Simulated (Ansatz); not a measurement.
# How far each method lies from UCCSDT(Q) for Cl–CH–Ga⁺, triplet

Geometry: that of the Cl–CH–Ga, doublet, kept fixed.

```xyz
4

Cl    0.0000   -0.2243    1.9932
C     0.0000    0.8739    0.6620
Ga    0.0000   -0.0640   -1.1423
H     0.0000    1.9032    1.0230
```

Basis cc-pVDZ; Ansatz 0.2.0. Only valence electrons are correlated (noble-gas cores and the filled d shells of p-block atoms frozen), which leaves 14 electrons in 44 orbitals. Prefix R: restricted or restricted open-shell reference; prefix U: unrestricted. Active spaces: frontier = (10e, 10o) about the gap. No spin–orbit coupling is included, and no scalar relativity.

Full CI isn't at hand for all of this; UCCSDT(Q) serves as the reference, and is uncertain by about the last step of the cluster series. The frozen core follows each run's orbitals, which can shift R against U totals by a few meV for light atoms and by up to 0.1 eV past Ca.

```
UHF ⟨S²⟩                          : 2.057
T1 diagnostic (RCCSD)             : 0.0384
largest doubles amplitude (RCCSD) : 0.043
T1 diagnostic (UCCSD)             : 0.0323
```

| level | E − E(RHF) (eV) |
| --- | --- |
| UHF | -0.3564 |
| UMP2 | -7.6444 |
| UCCSD | -8.6069 |
| UCCSD(T) | -8.8786 |

Q: Estimate how far UCCSDT(Q) in cc-pVDZ lies from UCCSD(T). The table doesn't fix it; the size of (T) and the diagnostics are the guide.

A: UCCSDT(Q) in cc-pVDZ lies 64 meV below UCCSD(T), which is 24 % of the (T) step (-272 meV). T1 is raised, but (T) still catches most of what CCSD lacks. The miss exceeds 1 kcal/mol.

The other levels:

| level | E − E(UCCSDT(Q)) (meV) | share of correlation (%) | wall time |
| --- | --- | --- | --- |
| UCCSDT | 25 | 99.72 | – |

The correlation energy at UCCSDT(Q), counted from RHF, is -8.943 eV. That run took 68 s on 1 thread of Arm Neoverse V2, shared host.

Run but not shown, since their state or frozen core can't be matched to the reference's or they repeat it: RHF, RMP2, RCCSD, RCCSD(T), BCCD(T), RCCSDT, RCCSDT(Q), CASSCF (frontier space), NEVPT2 (frontier space).

Times hold each run's SCF and search for its determinant on a shared host, so for small cases they say little of a method's own cost; they ran on 1 thread of Arm Neoverse V2.
